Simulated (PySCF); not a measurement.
# H2B···H3N+: magnetic exchange

What do calculations give for the magnetic exchange of H2B···H3N+?

Programs: PySCF 2.14.0, with routines of our own; each step states its level. All values are computed. Atoms count from 0.

### 1 The system as given

7 atoms, charge 1, high-spin multiplicity 3; geometry from: GFN2-xTB fragments, placed rigidly.

The system (radical pair): H2B···H3N+. The radical centres are 3.26 Å apart, tilted by 45 degrees; the spin sites are atoms 0, 1, 2 (1 unpaired) and atoms 3, 4, 5, 6 (1 unpaired).

### 2 Magnetic exchange: CASSCF and SC-NEVPT2/def2-TZVP (2,2)

What the job is given:

```
{"job": {"kind": "cas", "basis": "def2-TZVP", "active": "magnetic", "zfs": true}, "charge": 1, "high_spin_multiplicity": 3, "spin_sites": [[[0, 1, 2], 1], [[3, 4, 5, 6], 1]]}
B     -0.800000     0.144300    -1.682800
H      0.243500    -0.360700    -1.682800
H     -1.843600    -0.360700    -1.682800
N      0.600000     0.144300     1.262200
H      0.324600    -0.625400     1.885500
H      0.075500     1.028400     1.274300
H      1.400000     0.030000     0.626500
```

Method: CASSCF and SC-NEVPT2/def2-TZVP spin states, gas phase.

Launch:

```
$ OMP_NUM_THREADS=1 python exch_run.py task.json out
```

This one command runs all jobs of the session in turn.

The program printed:

```text
start orbitals: natural orbitals of the high-spin HF determinant (converged)
active space: 2 electrons in 2 orbitals, 7 closed; orbitals optimised for multiplicities 3 1
macro   0  E = -81.6550743653  dE =  0.000e+00  |g| = 2.936e-02
macro   1  E = -81.6553093672  dE = -2.350e-04  |g| = 1.375e-02
macro   2  E = -81.6554127591  dE = -1.034e-04  |g| = 7.570e-03
macro   3  E = -81.6554354083  dE = -2.265e-05  |g| = 5.272e-03
macro   4  E = -81.6554696930  dE = -3.428e-05  |g| = 5.564e-03
macro   5  E = -81.6554960925  dE = -2.640e-05  |g| = 6.616e-03
macro   6  E = -81.6555210307  dE = -2.494e-05  |g| = 5.044e-03
macro   7  E = -81.6555312826  dE = -1.025e-05  |g| = 2.395e-03
macro   8  E = -81.6555339721  dE = -2.690e-06  |g| = 9.390e-04
macro   9  E = -81.6555344564  dE = -4.842e-07  |g| = 5.206e-04
macro  10  E = -81.6555345704  dE = -1.140e-07  |g| = 2.342e-04
macro  11  E = -81.6555345946  dE = -2.426e-08  |g| = 8.682e-05
CASSCF converged, mean energy = -81.6555345946
2S+1 = 3  root 0  E(CAS) = -81.65421912  E(NEVPT2) = -81.91217742  occupations 1.000 1.000
2S+1 = 1  root 0  E(CAS) = -81.65685007  E(NEVPT2) = -81.91689871  occupations 1.235 0.765
2S+1 = 1  root 1  E(CAS) = -81.51204814  E(NEVPT2) = -82.00663885  occupations 2.000 0.000
2S+1 = 1  root 2  E(CAS) = -80.93534860  E(NEVPT2) = -81.28195785  occupations 2.000 0.000
D(spin-spin) = -0.0829 cm-1, E/D = 0.023
D(spin-orbit) = -0.0001 cm-1, D(total) = -0.0828 cm-1, E/D = 0.023
```

Wall time 2 s (1 thread of Arm Neoverse V1, shared host).

J and the spin gap of this run are not to be taken as properties: root 1 of multiplicity 1 falls 56 kcal/mol below the states compared once NEVPT2 is added, so the orbitals were not made for the lowest state.

Mulliken spin populations of the high-spin state:

| atom | value (e) |
| --- | --- |
| B0 | 0.98 |
| H1 | 0.01 |
| H2 | 0.01 |
| N3 | 0.99 |
| H4 | 0.01 |
| H5 | 0.01 |
| H6 | 0.00 |

The fields below are evaluated on a grid from the run's orbitals.

The spin density lies nearest to N3 39 %; B0 39 %.

### 3 Magnetic exchange: HF/def2-TZVP

What the job is given:

```
{"job": {"kind": "bs", "xc": "HF", "basis": "def2-TZVP", "rks": true}, "charge": 1, "high_spin_multiplicity": 3, "spin_sites": [[[0, 1, 2], 1], [[3, 4, 5, 6], 1]]}
B     -0.800000     0.144300    -1.682800
H      0.243500    -0.360700    -1.682800
H     -1.843600    -0.360700    -1.682800
N      0.600000     0.144300     1.262200
H      0.324600    -0.625400     1.885500
H      0.075500     1.028400     1.274300
H      1.400000     0.030000     0.626500
```

Method: HF/def2-TZVP high-spin, broken-symmetry and restricted single points, gas phase.

The program printed:

```text
high-spin state, multiplicity 3
final grid: 49064 points
cycle   1  E = -81.5460098763  dE = -1.013e-03  |g| = 3.845e-01  |ddm| = 1.099e+00
cycle   2  E = -81.6453674764  dE = -9.936e-02  |g| = 1.710e-01  |ddm| = 3.769e-01
cycle   3  E = -81.6582728124  dE = -1.291e-02  |g| = 4.187e-02  |ddm| = 1.009e-01
cycle   4  E = -81.6608745386  dE = -2.602e-03  |g| = 1.628e-02  |ddm| = 6.710e-02
cycle   5  E = -81.6614492256  dE = -5.747e-04  |g| = 7.552e-03  |ddm| = 3.061e-02
cycle   6  E = -81.6616475506  dE = -1.983e-04  |g| = 3.795e-03  |ddm| = 1.851e-02
cycle   7  E = -81.6617354965  dE = -8.795e-05  |g| = 2.668e-03  |ddm| = 1.156e-02
cycle   8  E = -81.6618097735  dE = -7.428e-05  |g| = 1.842e-03  |ddm| = 1.345e-02
cycle   9  E = -81.6618670941  dE = -5.732e-05  |g| = 6.783e-04  |ddm| = 1.971e-02
cycle  10  E = -81.6618729526  dE = -5.858e-06  |g| = 1.720e-04  |ddm| = 7.468e-03
cycle  11  E = -81.6618730825  dE = -1.299e-07  |g| = 6.020e-05  |ddm| = 9.505e-04
cycle  12  E = -81.6618730914  dE = -8.853e-09  |g| = 1.709e-05  |ddm| = 1.765e-04
converged SCF energy = -81.6618730914

broken-symmetry state, M_S = 0, start: spins of the second site flipped
final grid: 49064 points
cycle   1  E = -81.6608647762  dE = -6.385e-03  |g| = 3.344e-02  |ddm| = 5.134e-02
cycle   2  E = -81.6618559630  dE = -9.912e-04  |g| = 1.573e-02  |ddm| = 2.402e-02
cycle   3  E = -81.6622549584  dE = -3.990e-04  |g| = 6.616e-03  |ddm| = 2.237e-02
cycle   4  E = -81.6623702298  dE = -1.153e-04  |g| = 2.425e-03  |ddm| = 1.541e-02
cycle   5  E = -81.6623907496  dE = -2.052e-05  |g| = 1.547e-03  |ddm| = 5.160e-03
cycle   6  E = -81.6624064515  dE = -1.570e-05  |g| = 1.289e-03  |ddm| = 4.613e-03
cycle   7  E = -81.6624402555  dE = -3.380e-05  |g| = 6.498e-04  |ddm| = 1.433e-02
cycle   8  E = -81.6624497339  dE = -9.478e-06  |g| = 2.091e-04  |ddm| = 9.887e-03
cycle   9  E = -81.6624503201  dE = -5.862e-07  |g| = 6.577e-05  |ddm| = 2.541e-03
cycle  10  E = -81.6624503459  dE = -2.583e-08  |g| = 2.653e-05  |ddm| = 4.305e-04
cycle  11  E = -81.6624503489  dE = -2.990e-09  |g| = 8.182e-06  |ddm| = 1.375e-04
converged SCF energy = -81.6624503489

<S^2> high spin = 2.0152, broken symmetry = 1.0031
E(HS) - E(BS) = 126.69 cm-1
J_noodleman = -126.69 cm-1
J_unprojected = -63.35 cm-1
J_yamaguchi = -125.18 cm-1

restricted closed-shell singlet
final grid: 49064 points
cycle   1  E = -81.6185155905  dE = -1.085e-01  |g| = 4.701e-01  |ddm| = 7.417e-01
cycle   2  E = -81.6464983992  dE = -2.798e-02  |g| = 3.069e-01  |ddm| = 3.410e-01
cycle   3  E = -81.6641662943  dE = -1.767e-02  |g| = 1.430e-02  |ddm| = 1.367e-01
cycle   4  E = -81.6643331065  dE = -1.668e-04  |g| = 4.157e-03  |ddm| = 2.622e-02
cycle   5  E = -81.6643481753  dE = -1.507e-05  |g| = 8.462e-04  |ddm| = 7.740e-03
cycle   6  E = -81.6643493884  dE = -1.213e-06  |g| = 2.715e-04  |ddm| = 2.316e-03
cycle   7  E = -81.6643495453  dE = -1.569e-07  |g| = 8.176e-05  |ddm| = 8.781e-04
cycle   8  E = -81.6643495594  dE = -1.412e-08  |g| = 1.840e-05  |ddm| = 2.757e-04
cycle   9  E = -81.6643495600  dE = -5.644e-10  |g| = 6.565e-06  |ddm| = 5.698e-05
converged SCF energy = -81.6643495600
```

Run time: 0.9 s. Hardware: 1 thread of Arm Neoverse V1, shared host.

J and the spin gap of this run are not to be taken as properties: a closed-shell solution lies below the broken-symmetry one.

Key values:

| quantity | value |
| --- | --- |
| closed shell less high spin | -1.6 kcal/mol |

### 4 Magnetic exchange: TPSSh/def2-TZVP

What the job is given:

```
{"job": {"kind": "bs", "xc": "TPSSh", "grid": 2, "basis": "def2-TZVP", "rks": true}, "charge": 1, "high_spin_multiplicity": 3, "spin_sites": [[[0, 1, 2], 1], [[3, 4, 5, 6], 1]]}
B     -0.800000     0.144300    -1.682800
H      0.243500    -0.360700    -1.682800
H     -1.843600    -0.360700    -1.682800
N      0.600000     0.144300     1.262200
H      0.324600    -0.625400     1.885500
H      0.075500     1.028400     1.274300
H      1.400000     0.030000     0.626500
```

Method: TPSSh/def2-TZVP high-spin, broken-symmetry and restricted single points, gas phase.

The program printed:

```text
high-spin state, multiplicity 3
final grid: 49064 points
cycle   1  E = -82.1662576476  dE = -7.310e-03  |g| = 4.207e-02  |ddm| = 1.436e-01
cycle   2  E = -82.1660246986  dE =  2.329e-04  |g| = 4.807e-02  |ddm| = 4.809e-02
cycle   3  E = -82.1671014813  dE = -1.077e-03  |g| = 7.966e-03  |ddm| = 3.740e-02
cycle   4  E = -82.1671413101  dE = -3.983e-05  |g| = 2.143e-03  |ddm| = 9.423e-03
cycle   5  E = -82.1671478529  dE = -6.543e-06  |g| = 6.716e-04  |ddm| = 4.877e-03
cycle   6  E = -82.1671483643  dE = -5.114e-07  |g| = 2.264e-04  |ddm| = 1.399e-03
cycle   7  E = -82.1671484197  dE = -5.539e-08  |g| = 4.426e-05  |ddm| = 2.996e-04
cycle   8  E = -82.1671484289  dE = -9.263e-09  |g| = 2.056e-05  |ddm| = 1.872e-04
converged SCF energy = -82.1671484289

broken-symmetry state, M_S = 0, start: spins of the second site flipped
final grid: 49064 points
cycle   1  E = -82.0932724871  dE =  6.958e-02  |g| = 4.184e-01  |ddm| = 7.213e-01
cycle   2  E = -80.6038241520  dE =  1.489e+00  |g| = 1.258e+00  |ddm| = 1.170e+00
cycle   3  E = -82.1861652665  dE = -1.582e+00  |g| = 1.550e-01  |ddm| = 1.108e+00
cycle   4  E = -81.2724204040  dE =  9.137e-01  |g| = 8.034e-01  |ddm| = 1.012e+00
cycle   5  E = -82.0958350461  dE = -8.234e-01  |g| = 3.885e-01  |ddm| = 7.101e-01
cycle   6  E = -81.6949260340  dE =  4.009e-01  |g| = 7.451e-01  |ddm| = 3.975e-01
cycle   7  E = -82.2127973467  dE = -5.179e-01  |g| = 4.451e-02  |ddm| = 6.859e-01
cycle   8  E = -82.2141797902  dE = -1.382e-03  |g| = 1.982e-02  |ddm| = 3.655e-02
cycle   9  E = -82.2144426206  dE = -2.628e-04  |g| = 1.144e-02  |ddm| = 3.734e-02
cycle  10  E = -82.2146124319  dE = -1.698e-04  |g| = 4.105e-03  |ddm| = 1.761e-02
cycle  11  E = -82.2144945545  dE =  1.179e-04  |g| = 2.857e-03  |ddm| = 2.674e-02
cycle  12  E = -82.2144632224  dE =  3.133e-05  |g| = 1.419e-03  |ddm| = 1.826e-02
cycle  13  E = -82.2144621862  dE =  1.036e-06  |g| = 3.186e-04  |ddm| = 7.342e-03
cycle  14  E = -82.2144619730  dE =  2.132e-07  |g| = 6.507e-04  |ddm| = 1.675e-03
cycle  15  E = -82.2144623467  dE = -3.737e-07  |g| = 8.966e-05  |ddm| = 7.562e-04
cycle  16  E = -82.2144623497  dE = -2.973e-09  |g| = 9.937e-05  |ddm| = 3.091e-04
converged SCF energy = -82.2144623497

<S^2> high spin = 2.0069, broken symmetry = 0.0000
E(HS) - E(BS) = 10384.21 cm-1
J_noodleman = -10384.21 cm-1
J_unprojected = -5192.10 cm-1
J_yamaguchi = -5174.32 cm-1

restricted closed-shell singlet
final grid: 49064 points
cycle   1  E = -80.1243024453  dE =  1.935e+00  |g| = 2.216e+00  |ddm| = 1.747e+00
cycle   2  E = -71.4355429581  dE =  8.689e+00  |g| = 4.600e+00  |ddm| = 4.410e+00
cycle   3  E = -81.8037713525  dE = -1.037e+01  |g| = 1.249e+00  |ddm| = 3.740e+00
cycle   4  E = -82.1154484655  dE = -3.117e-01  |g| = 4.827e-01  |ddm| = 4.861e-01
cycle   5  E = -82.2107273770  dE = -9.528e-02  |g| = 1.083e-01  |ddm| = 6.122e-01
cycle   6  E = -82.2108925326  dE = -1.652e-04  |g| = 9.052e-02  |ddm| = 9.164e-02
cycle   7  E = -82.2123351434  dE = -1.443e-03  |g| = 7.068e-02  |ddm| = 1.813e-01
cycle   8  E = -82.2144029036  dE = -2.068e-03  |g| = 1.321e-02  |ddm| = 9.111e-02
cycle   9  E = -82.2144571621  dE = -5.426e-05  |g| = 3.404e-03  |ddm| = 8.973e-03
cycle  10  E = -82.2144623337  dE = -5.172e-06  |g| = 1.215e-04  |ddm| = 4.347e-03
cycle  11  E = -82.2144623465  dE = -1.280e-08  |g| = 1.349e-04  |ddm| = 4.594e-04
cycle  12  E = -82.2144623554  dE = -8.910e-09  |g| = 8.692e-05  |ddm| = 2.858e-04
converged SCF energy = -82.2144623554
```

It took 18 s on 1 thread of Arm Neoverse V1, shared host.

The broken-symmetry state collapsed to a closed shell, so its J has no meaning.

In short:

| quantity | value |
| --- | --- |
| closed shell less high spin | -29.7 kcal/mol |

### 5 Magnetic exchange: CASSCF and SC-NEVPT2/def2-TZVP, X2C (2,2)

What the job is given:

```
{"job": {"kind": "cas", "basis": "def2-TZVP", "active": "magnetic", "zfs": true, "x2c": true}, "charge": 1, "high_spin_multiplicity": 3, "spin_sites": [[[0, 1, 2], 1], [[3, 4, 5, 6], 1]]}
B     -0.800000     0.144300    -1.682800
H      0.243500    -0.360700    -1.682800
H     -1.843600    -0.360700    -1.682800
N      0.600000     0.144300     1.262200
H      0.324600    -0.625400     1.885500
H      0.075500     1.028400     1.274300
H      1.400000     0.030000     0.626500
```

Level: CASSCF and SC-NEVPT2/def2-TZVP spin states, scalar X2C, gas phase.

The program printed:

```text
start orbitals: natural orbitals of the high-spin HF determinant (converged)
active space: 2 electrons in 2 orbitals, 7 closed; orbitals optimised for multiplicities 3 1
macro   0  E = -81.6890015689  dE =  0.000e+00  |g| = 2.933e-02
macro   1  E = -81.6892359942  dE = -2.344e-04  |g| = 1.373e-02
macro   2  E = -81.6893389169  dE = -1.029e-04  |g| = 7.554e-03
macro   3  E = -81.6893614515  dE = -2.253e-05  |g| = 5.258e-03
macro   4  E = -81.6893955320  dE = -3.408e-05  |g| = 5.549e-03
macro   5  E = -81.6894217818  dE = -2.625e-05  |g| = 6.598e-03
macro   6  E = -81.6894465700  dE = -2.479e-05  |g| = 5.029e-03
macro   7  E = -81.6894567605  dE = -1.019e-05  |g| = 2.388e-03
macro   8  E = -81.6894594328  dE = -2.672e-06  |g| = 9.360e-04
macro   9  E = -81.6894599137  dE = -4.809e-07  |g| = 5.188e-04
macro  10  E = -81.6894600270  dE = -1.132e-07  |g| = 2.334e-04
macro  11  E = -81.6894600511  dE = -2.411e-08  |g| = 8.660e-05
CASSCF converged, mean energy = -81.6894600511
2S+1 = 3  root 0  E(CAS) = -81.68815143  E(NEVPT2) = -81.94620431  occupations 1.000 1.000
2S+1 = 1  root 0  E(CAS) = -81.69076867  E(NEVPT2) = -81.95089977  occupations 1.234 0.766
2S+1 = 1  root 1  E(CAS) = -81.54578942  E(NEVPT2) = -82.04067128  occupations 2.000 0.000
2S+1 = 1  root 2  E(CAS) = -80.96943654  E(NEVPT2) = -81.31636036  occupations 2.000 0.000
D(spin-spin) = -0.0829 cm-1, E/D = 0.023
D(spin-orbit) = -0.0001 cm-1, D(total) = -0.0828 cm-1, E/D = 0.023
```

Wall time 1.5 s (1 thread of Arm Neoverse V1, shared host).

J and the spin gap of this run are not to be taken as properties: root 1 of multiplicity 1 falls 56 kcal/mol below the states compared once NEVPT2 is added, so the orbitals were not made for the lowest state.

### 6 Magnetic exchange: TPSSh/def2-TZVP in water, grid 1

What the job is given:

```
{"job": {"kind": "bs", "xc": "TPSSh", "grid": 1, "basis": "def2-TZVP", "rks": true, "solvent": "water"}, "charge": 1, "high_spin_multiplicity": 3, "spin_sites": [[[0, 1, 2], 1], [[3, 4, 5, 6], 1]]}
B     -0.800000     0.144300    -1.682800
H      0.243500    -0.360700    -1.682800
H     -1.843600    -0.360700    -1.682800
N      0.600000     0.144300     1.262200
H      0.324600    -0.625400     1.885500
H      0.075500     1.028400     1.274300
H      1.400000     0.030000     0.626500
```

With the program's defaults for keys left out, this is: TPSSh/def2-TZVP high-spin, broken-symmetry and restricted single points, IEF-PCM water.

The program printed:

```text
high-spin state, multiplicity 3
final grid: 22664 points
cycle   1  E = -82.2707751585  dE = -3.021e-02  |g| = 1.962e-01  |ddm| = 1.110e+00
cycle   2  E = -82.2810821771  dE = -1.031e-02  |g| = 1.866e-01  |ddm| = 2.447e-01
cycle   3  E = -82.2957425613  dE = -1.466e-02  |g| = 2.512e-02  |ddm| = 1.009e-01
cycle   4  E = -82.2960752509  dE = -3.327e-04  |g| = 4.517e-03  |ddm| = 1.714e-02
cycle   5  E = -82.2960963879  dE = -2.114e-05  |g| = 1.530e-03  |ddm| = 5.816e-03
cycle   6  E = -82.2961000839  dE = -3.696e-06  |g| = 5.710e-04  |ddm| = 2.845e-03
cycle   7  E = -82.2961009041  dE = -8.202e-07  |g| = 1.880e-04  |ddm| = 1.582e-03
cycle   8  E = -82.2961010913  dE = -1.872e-07  |g| = 9.639e-05  |ddm| = 7.772e-04
cycle   9  E = -82.2961011688  dE = -7.752e-08  |g| = 3.889e-05  |ddm| = 6.285e-04
cycle  10  E = -82.2961011844  dE = -1.554e-08  |g| = 6.420e-06  |ddm| = 4.040e-04
cycle  11  E = -82.2961011845  dE = -1.084e-10  |g| = 1.965e-06  |ddm| = 3.122e-05
converged SCF energy = -82.2961011845

broken-symmetry state, M_S = 0, start: spins of the second site flipped
final grid: 22664 points
cycle   1  E = -82.2129461258  dE =  7.935e-02  |g| = 4.148e-01  |ddm| = 7.038e-01
cycle   2  E = -81.0965397839  dE =  1.116e+00  |g| = 1.152e+00  |ddm| = 1.153e+00
cycle   3  E = -82.2899497046  dE = -1.193e+00  |g| = 1.887e-01  |ddm| = 1.101e+00
cycle   4  E = -82.3150430194  dE = -2.509e-02  |g| = 4.160e-02  |ddm| = 2.316e-01
cycle   5  E = -82.3160002014  dE = -9.572e-04  |g| = 1.199e-02  |ddm| = 2.672e-02
cycle   6  E = -82.3160706634  dE = -7.046e-05  |g| = 2.276e-03  |ddm| = 7.250e-03
cycle   7  E = -82.3160753065  dE = -4.643e-06  |g| = 3.950e-04  |ddm| = 3.109e-03
cycle   8  E = -82.3160755335  dE = -2.270e-07  |g| = 2.026e-04  |ddm| = 9.963e-04
cycle   9  E = -82.3160755851  dE = -5.159e-08  |g| = 4.318e-05  |ddm| = 3.624e-04
cycle  10  E = -82.3160755951  dE = -9.963e-09  |g| = 2.673e-05  |ddm| = 1.771e-04
converged SCF energy = -82.3160755951

<S^2> high spin = 2.0066, broken symmetry = 0.0000
E(HS) - E(BS) = 4383.88 cm-1
J_noodleman = -4383.88 cm-1
J_unprojected = -2191.94 cm-1
J_yamaguchi = -2184.82 cm-1

restricted closed-shell singlet
final grid: 22664 points
cycle   1  E = -80.9504113736  dE =  1.220e+00  |g| = 1.770e+00  |ddm| = 1.695e+00
cycle   2  E = -78.1147798031  dE =  2.836e+00  |g| = 3.716e+00  |ddm| = 3.642e+00
cycle   3  E = -81.9792714955  dE = -3.864e+00  |g| = 1.160e+00  |ddm| = 2.876e+00
cycle   4  E = -82.2234070040  dE = -2.441e-01  |g| = 5.536e-01  |ddm| = 3.755e-01
cycle   5  E = -82.3102777486  dE = -8.687e-02  |g| = 1.212e-01  |ddm| = 3.639e-01
cycle   6  E = -82.3119891145  dE = -1.711e-03  |g| = 1.123e-01  |ddm| = 2.421e-01
cycle   7  E = -82.3160417026  dE = -4.053e-03  |g| = 1.074e-02  |ddm| = 9.371e-02
cycle   8  E = -82.3160697767  dE = -2.807e-05  |g| = 4.509e-03  |ddm| = 6.100e-03
cycle   9  E = -82.3160753759  dE = -5.599e-06  |g| = 6.538e-04  |ddm| = 2.758e-03
cycle  10  E = -82.3160755270  dE = -1.511e-07  |g| = 6.158e-05  |ddm| = 6.153e-04
cycle  11  E = -82.3160755305  dE = -3.494e-09  |g| = 2.105e-05  |ddm| = 1.868e-04
converged SCF energy = -82.3160755305
```

It took 8.6 s on 1 thread of Arm Neoverse V1, shared host.

The broken-symmetry state collapsed to a closed shell, so its J has no meaning.

In short:

| quantity | value |
| --- | --- |
| closed shell less high spin | -12.5 kcal/mol |

### 7 Magnetic exchange: HF/def2-TZVP, other SCF options

What the job is given:

```
{"job": {"kind": "bs", "xc": "HF", "basis": "def2-TZVP", "rks": true, "scf": {"max_cycle": 67}}, "charge": 1, "high_spin_multiplicity": 3, "spin_sites": [[[0, 1, 2], 1], [[3, 4, 5, 6], 1]]}
B     -0.423360     0.076364    -0.890538
H      0.128860    -0.190882    -0.890538
H     -0.975633    -0.190882    -0.890538
N      0.317520     0.076364     0.667956
H      0.171778    -0.330962     0.997807
H      0.039955     0.544229     0.674360
H      0.740880     0.015876     0.331544
```

Method: HF/def2-TZVP high-spin, broken-symmetry and restricted single points, gas phase.

The program printed:

```text
high-spin state, multiplicity 3
final grid: 49064 points
cycle   1  E = -78.6507186947  dE =  4.282e+00  |g| = 3.988e-01  |ddm| = 1.732e+00
cycle   2  E = -78.7469117880  dE = -9.619e-02  |g| = 1.612e-01  |ddm| = 4.346e-01
cycle   3  E = -78.7656171238  dE = -1.871e-02  |g| = 6.589e-02  |ddm| = 1.392e-01
cycle   4  E = -78.7751942117  dE = -9.577e-03  |g| = 4.218e-02  |ddm| = 1.191e-01
cycle   5  E = -78.7805033839  dE = -5.309e-03  |g| = 2.935e-02  |ddm| = 9.233e-02
cycle   6  E = -78.7838653317  dE = -3.362e-03  |g| = 1.823e-02  |ddm| = 8.419e-02
cycle   7  E = -78.7854761267  dE = -1.611e-03  |g| = 7.216e-03  |ddm| = 7.450e-02
cycle   8  E = -78.7857018305  dE = -2.257e-04  |g| = 2.605e-03  |ddm| = 2.979e-02
cycle   9  E = -78.7857247133  dE = -2.288e-05  |g| = 1.058e-03  |ddm| = 7.989e-03
cycle  10  E = -78.7857286813  dE = -3.968e-06  |g| = 6.193e-04  |ddm| = 3.892e-03
cycle  11  E = -78.7857300679  dE = -1.387e-06  |g| = 3.622e-04  |ddm| = 2.039e-03
cycle  12  E = -78.7857305921  dE = -5.242e-07  |g| = 1.462e-04  |ddm| = 1.520e-03
cycle  13  E = -78.7857306947  dE = -1.026e-07  |g| = 4.485e-05  |ddm| = 7.191e-04
cycle  14  E = -78.7857307006  dE = -5.881e-09  |g| = 1.330e-05  |ddm| = 1.781e-04
converged SCF energy = -78.7857307006

broken-symmetry state, M_S = 0, start: spins of the second site flipped
final grid: 49064 points
cycle   1  E = -78.7772571948  dE = -1.066e-02  |g| = 4.617e-02  |ddm| = 9.522e-02
cycle   2  E = -78.7790475411  dE = -1.790e-03  |g| = 2.021e-02  |ddm| = 3.696e-02
cycle   3  E = -78.7797512707  dE = -7.037e-04  |g| = 7.918e-03  |ddm| = 3.127e-02
cycle   4  E = -78.7801219118  dE = -3.706e-04  |g| = 9.455e-03  |ddm| = 1.876e-02
cycle   5  E = -78.7798076467  dE =  3.143e-04  |g| = 7.477e-03  |ddm| = 1.596e-02
cycle   6  E = -78.7793998859  dE =  4.078e-04  |g| = 1.957e-03  |ddm| = 4.590e-02
cycle   7  E = -78.7794015555  dE = -1.670e-06  |g| = 7.264e-04  |ddm| = 4.408e-03
cycle   8  E = -78.7794023023  dE = -7.468e-07  |g| = 2.858e-04  |ddm| = 1.174e-03
cycle   9  E = -78.7794024244  dE = -1.221e-07  |g| = 9.856e-05  |ddm| = 5.203e-04
cycle  10  E = -78.7794024457  dE = -2.136e-08  |g| = 4.258e-05  |ddm| = 1.792e-04
cycle  11  E = -78.7794024505  dE = -4.793e-09  |g| = 1.769e-05  |ddm| = 8.335e-05
converged SCF energy = -78.7794024505

<S^2> high spin = 2.0205, broken symmetry = 1.0234
E(HS) - E(BS) = -1388.89 cm-1
J_noodleman = 1388.89 cm-1
J_unprojected = 694.45 cm-1
J_yamaguchi = 1392.93 cm-1

restricted closed-shell singlet
final grid: 49064 points
cycle   1  E = -78.9014949800  dE = -8.280e-02  |g| = 2.964e-01  |ddm| = 5.788e-01
cycle   2  E = -78.9128188739  dE = -1.132e-02  |g| = 1.169e-01  |ddm| = 2.106e-01
cycle   3  E = -78.9150859185  dE = -2.267e-03  |g| = 1.659e-02  |ddm| = 6.396e-02
cycle   4  E = -78.9152531977  dE = -1.673e-04  |g| = 2.514e-03  |ddm| = 2.700e-02
cycle   5  E = -78.9152572242  dE = -4.026e-06  |g| = 4.870e-04  |ddm| = 4.178e-03
cycle   6  E = -78.9152573980  dE = -1.739e-07  |g| = 1.004e-04  |ddm| = 9.276e-04
cycle   7  E = -78.9152574071  dE = -9.091e-09  |g| = 2.965e-05  |ddm| = 1.928e-04
converged SCF energy = -78.9152574071
```

It took 1.4 s on 1 thread of Arm Neoverse V1, shared host.

**Diagnosis.** The input is at fault (coordinates in angstrom read as bohr), so its values are no properties of the molecule.

### 8 The levels compared

J for H = −2J S1·S2; the gap is low spin less high spin (projected; unprojected where the broken-symmetry state collapsed; or NEVPT2):

| step | level | geometry | J (cm⁻¹) | gap (kcal/mol) | time |
| --- | --- | --- | --- | --- | --- |
| 4 | TPSSh/def2-TZVP | one | – | -29.7 | 18 s |
| 6 | TPSSh/def2-TZVP in water, grid 1 | one | – | -12.5 | 8.6 s |

### 9 What came out

```
         quantity                               value
exchange coupling       no level gives a usable value
             runs  0 failed, 1 ended on unsound input
```

In words: Step 2 is set aside for J and the spin gap: root 1 of multiplicity 1 falls 56 kcal/mol below the states compared once NEVPT2 is added, so the orbitals were not made for the lowest state. Step 3 is set aside for J and the spin gap: a closed-shell solution lies below the broken-symmetry one.
